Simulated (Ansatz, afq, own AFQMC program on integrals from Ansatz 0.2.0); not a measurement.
AFQMC on a folder of integrals that Ansatz 0.2.0 wrote.

```yaml
crystal:
  periodic: [false, false, false]
  atoms:
    - {symbol: Ge, position_ang: [-0.928252, 0.014100, 0.000000]}
    - {symbol: H, position_ang: [-1.439702, 1.460699, 0.000001]}
    - {symbol: H, position_ang: [-1.439702, -0.709200, 1.252791]}
    - {symbol: H, position_ang: [-1.439702, -0.709199, -1.252792]}
    - {symbol: H, position_ang: [0.715748, 0.014100, 0.000000]}
    - {symbol: Si, position_ang: [2.428748, 0.014100, 0.000000]}
    - {symbol: H, position_ang: [2.825182, -1.465414, -0.000001]}
basis:
  gaussian: {orbitals: cc-pVDZ}
magnetization: {spin_polarized: true, initial_magnetization: 1}
correlation: {method: ccsd_t, electrons: outside_noble_gas, hamiltonian_folder: ham}
```

```sh
$ ansatz run in.yaml --threads 1 --pin off --events-out ev --progress --plain --max-ram 16896MiB --backend cuda --devices 0, --max-vram 18GiB
```

afq runs on the folder ham with

```
--method phaseless --trial hf --walkers 4000 --populations 20 --least-time 40 --time-step 0.005 --steps-per-block 20 --equilibration-blocks 112 --max-blocks 4000 --target-error 0.001050 --factor-cut 1e-05 --start spin_pure --seed 6671 --taylor-order 6
```

Times are imaginary, in 1/Eh. The walk had a cap of 68 s. With eight or more populations the least sampling time is a fifth of least-time, and the error comes from their spread. Filled inner d shells are frozen with the cores.

```
orbitals 51  electrons 7 6  factors 408 of 727
reference energy -2367.05714251 Eh
CCSD correlation -0.24028404 Eh in 13 cycles, weight of the determinant in the CISD state 0.8516
energy of the start -2367.057440 Eh
 block  time / (1/Eh)  mean weight  energy / Eh
     1     0.100  1.0006  -2367.097668
     2     0.200  1.0014  -2367.130315
     3     0.300  1.0012  -2367.156043
     4     0.400  1.0010  -2367.177185
     5     0.500  1.0013  -2367.194235
     8     0.800  1.0006  -2367.231971
    13     1.300  1.0004  -2367.265848
    25     2.500  1.0000  -2367.291518
    37     3.700  0.9999  -2367.298948
    49     4.900  0.9999  -2367.306075
    61     6.100  1.0002  -2367.306440
    73     7.300  1.0002  -2367.306876
    85     8.500  0.9994  -2367.306456
    97     9.700  1.0000  -2367.304753
   109    10.900  0.9998  -2367.304518
   121    12.100  0.9999  -2367.306086
   133    13.300  0.9997  -2367.306363
   145    14.500  0.9999  -2367.303766
   153    15.300  0.9999  -2367.310246
   157    15.700  0.9996  -2367.308078
   169    16.900  1.0001  -2367.304697
   181    18.100  1.0000  -2367.304709
   189    18.900  0.9999  -2367.309809
error from the spread of 20 populations
energy -2367.306121 +/- 0.000818 Eh
(rows thinned)
```

**Question.** Estimate how long the walk took on 1 × NVIDIA H100 80GB HBM3 with 2 threads of AMD EPYC 7R13 Processor (Zen 3), on a shared host (the card was shared).

**Answer.** 22 s of wall time.

The run passed its tests (sampling time, drift between the halves within three errors, error under three times the target), which doesn't prove that it has relaxed.

Against this walk (error 22.3 meV) on the same determinant: CCSD(T) 78.6 meV higher, CCSDT(Q) 35.2 meV higher (within the noise), a separate phaseless walk with a CISD trial and standard settings 45.3 ± 22.4 meV higher. The error is statistical and leaves out the bias of the constraint.

Cautions: constraint bias not in the error; no relativity below Rb; no spin-orbit coupling; inner d shell frozen.

CCSDT and higher add their correlation energy to the determinant of the CCSD(T) run, since their own runs factorise the integrals more tightly (a shift of under 2 meV). A walk keeps the symmetry of its determinant, which the program's search chose and which needn't be the lowest solution, so a lower state of the same spin and another symmetry isn't excluded.
